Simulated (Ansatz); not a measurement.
# [SiH₃···H···OH], doublet: transfer scan

Starting geometry:

| atom | x (Å) | y (Å) | z (Å) |
| --- | --- | --- | --- |
| Si | -1.0916 | 0.0193 | 0.0000 |
| H | -1.5864 | 1.4190 | 0.0000 |
| H | -1.5864 | -0.6806 | 1.2122 |
| H | -1.5864 | -0.6806 | -1.2122 |
| H | 0.3930 | 0.0193 | 0.0000 |
| O | 2.0464 | 0.0193 | 0.0000 |
| H | 2.2983 | -0.9207 | 0.0000 |

From there H5 is moved from one fragment to the other while all else, the fragments' distance too, stays fixed, so the hump isn't the reaction's barrier; atoms are numbered as listed. Energies are in kcal/mol, counted from the starting geometry at the same level. Kohn–Sham curves are unrestricted where that lies lower.

Basis cc-pVDZ; Ansatz 0.2.0. Only valence electrons are correlated (noble-gas cores frozen). R marks a restricted (for open shells ROHF) determinant, U an unrestricted one.

Full CI isn't at hand for all of this; UCCSDT(Q) serves as the reference, and is uncertain by about the last step of the cluster series. The frozen core follows each run's orbitals, which can shift R against U totals by a few meV.

```csv
distance Si1-H5 (Å),UCCSDT(Q),curve A,curve B,curve C,curve D
1.485,0.0,0.0,0.0,0.0,0.0
1.579,0.9,1.6,-3.7,-0.8,4.3
1.769,1.8,3.4,-10.0,-2.2,18.3
1.958,-9.6,-14.9,-20.5,-12.3,7.9
2.148,-23.2,-28.9,-28.5,-23.8,-12.9
```

Question: The curves come from PBE0, RHF, RMP2, SPW92. Compare each with UCCSDT(Q) and say which is which.

Answer: A: RMP2, B: SPW92, C: PBE0, D: RHF. Spread of the error against UCCSDT(Q), over the points where both stand: A 7.3, B 11.8, C 4.0, D 17.4 kcal/mol. 

In so small a basis the reference is far from its limit while semilocal and hybrid functionals are nearer theirs, so the functionals' errors here hold much of the reference's basis and frozen-core error, which can add to them or hide them.
